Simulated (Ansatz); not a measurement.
CH$_{6}$Si, SMILES `C[SiH3]`, charge 0, multiplicity 1.

Give a relaxed structure at PBE0-D4/def2-TZVP (Ansatz 0.2.0). (An estimate is asked.)

Ansatz gave: 
Z-matrix (Å, degrees):
```
C
Si 1 1.871
H 1 1.092 2 110.8
H 1 1.092 2 110.8 3 -120.0
H 1 1.092 2 110.8 3 120.0
H 2 1.488 1 110.7 3 -179.9
H 2 1.488 1 110.7 3 -59.9
H 2 1.488 1 110.7 3 60.1
```
Point group C3v.
